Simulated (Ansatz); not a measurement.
Ansatz (a program for electronic structure) input (B3LYP-D3(BJ)/def2-TZVP):

Ansatz 0.2 input:
```yaml
crystal:
  periodic: [false, false, false]
  atoms:
    - {symbol: O, position_ang: [0.28684803, 0.40725247, 0.02455724]}
    - {symbol: H, position_ang: [-0.62663175, 0.80975956, 0.02308863]}
    - {symbol: Cl, position_ang: [0.37029717, -1.17913727, -0.03026831]}
basis:
  gaussian:
    orbitals: def2-TZVP
hamiltonian:
  xc: b3lyp
  dispersion: d3bj
total_charge: 1
magnetization: {spin_polarized: true, initial_magnetization: 1}
relax: {f_tol: 0.002, max_steps: 150}
```

Output:

```
Functional definition: B3LYP
integrals: 0.01 GiB planned
458 factors; their error is unknown
mean field: 0.19 GiB planned
mean field evaluation 1: about -14562.1639 eV, gradient 6.2e1 eV
mean field evaluation 2: about -14508.4888 eV, gradient 1.2e2 eV
mean field evaluation 4: about -14574.6169 eV, gradient 8.3e0 eV
mean field evaluation 8: about -14574.8819 eV, gradient 5.1e-2 eV
mean field evaluation 16: about -14574.9141 eV, gradient 5.4e-5 eV
mean field -14574.91408796 eV, -535.6182135011 hartree, gradient 4.5e-5 eV, S^2 0.754487; 1 other end points of the search recorded, 0 dependent functions left out
the calculation of the forces begins
reference -14574.91423711 eV, -535.6182189821 hartree; 13, 12 occupied and 61, 62 virtual orbitals, 458 factors
relax step   1: F+E_penalty+E_count = -14574.95795927 eV  Δ(F+E_penalty+E_count) = +0.000e0 eV  max|allowed force component| = 6.537e-1 eV/Å  Δτ_max = 0.0000 Å  (49 SCF iters, accepted)
these checks for a lower state are left out or cut short: starts, cluster_reference, orbital_swaps, neighbouring_geometries, increment
integrals: 0.01 GiB planned
458 factors; their error is unknown
mean field: 0.19 GiB planned
mean field evaluation 32: about -14574.9415 eV, gradient 2.5e-3 eV
mean field -14574.94151990 eV, -535.6192216061 hartree, gradient 1.0e-5 eV, S^2 0.754460; 0 other end points of the search recorded, 0 dependent functions left out
the calculation of the forces begins
reference -14574.94166844 eV, -535.6192270649 hartree; 13, 12 occupied and 61, 62 virtual orbitals, 458 factors
relax step   2: F+E_penalty+E_count = -14574.98547963 eV  Δ(F+E_penalty+E_count) = -2.752e-2 eV  max|allowed force component| = 3.541e-1 eV/Å  Δτ_max = 0.0231 Å  (37 SCF iters, accepted)
these checks for a lower state are left out or cut short: starts, cluster_reference, orbital_swaps, neighbouring_geometries, increment
integrals: 0.01 GiB planned
458 factors; their error is unknown
mean field: 0.19 GiB planned
mean field -14574.95331416 eV, -535.6196550373 hartree, gradient 2.4e-5 eV, S^2 0.754439; 0 other end points of the search recorded, 0 dependent functions left out
the calculation of the forces begins
reference -14574.95346213 eV, -535.6196604749 hartree; 13, 12 occupied and 61, 62 virtual orbitals, 458 factors
relax step   3: F+E_penalty+E_count = -14574.99736636 eV  Δ(F+E_penalty+E_count) = -1.189e-2 eV  max|allowed force component| = 6.711e-2 eV/Å  Δτ_max = 0.0298 Å  (37 SCF iters, accepted)
these checks for a lower state are left out or cut short: starts, cluster_reference, orbital_swaps, neighbouring_geometries, increment
integrals: 0.01 GiB planned
458 factors; their error is unknown
mean field: 0.19 GiB planned
mean field -14574.95337425 eV, -535.6196572453 hartree, gradient 2.5e-5 eV, S^2 0.754442; 0 other end points of the search recorded, 0 dependent functions left out
the calculation of the forces begins
reference -14574.95352224 eV, -535.6196626841 hartree; 13, 12 occupied and 61, 62 virtual orbitals, 458 factors
relax step   4: F+E_penalty+E_count = -14574.99742320 eV  Δ(F+E_penalty+E_count) = -5.684e-5 eV  max|allowed force component| = 1.928e-2 eV/Å  Δτ_max = 0.0010 Å  (38 SCF iters, accepted)
these checks for a lower state are left out or cut short: starts, cluster_reference, orbital_swaps, neighbouring_geometries, increment
integrals: 0.01 GiB planned
458 factors; their error is unknown
mean field: 0.19 GiB planned
mean field -14574.95337990 eV, -535.6196574530 hartree, gradient 4.6e-5 eV, S^2 0.754443; 0 other end points of the search recorded, 0 dependent functions left out
the calculation of the forces begins
reference -14574.95352790 eV, -535.6196628919 hartree; 13, 12 occupied and 61, 62 virtual orbitals, 458 factors
relax step   5: F+E_penalty+E_count = -14574.99742850 eV  Δ(F+E_penalty+E_count) = -5.306e-6 eV  max|allowed force component| = 1.660e-4 eV/Å  Δτ_max = 0.0004 Å  (27 SCF iters, accepted)
integrals: 0.01 GiB planned
458 factors; their error is unknown
mean field: 0.19 GiB planned
mean field evaluation 64: about -14574.9164 eV, gradient 1.1e0 eV
mean field -14574.95337990 eV, -535.6196574530 hartree, gradient 4.6e-5 eV, S^2 0.754443; 2 other end points of the search recorded, 0 dependent functions left out
the calculation of the forces begins
reference -14574.95352790 eV, -535.6196628919 hartree; 13, 12 occupied and 61, 62 virtual orbitals, 458 factors
Total energy: -14574.99757650 eV, -535.6212816483 hartree
Atom 0 at     0.314996     0.429734     0.025840 Å, force     0.000147     0.000166     0.000008 eV/Å
Atom 1 at    -0.623794     0.757424     0.021281 Å, force    -0.000087    -0.000075    -0.000004 eV/Å
Atom 2 at     0.339312    -1.149283    -0.029744 Å, force    -0.000061    -0.000091    -0.000004 eV/Å
Dipole moment:    -0.378649     0.118307    -0.002330 e Å
```
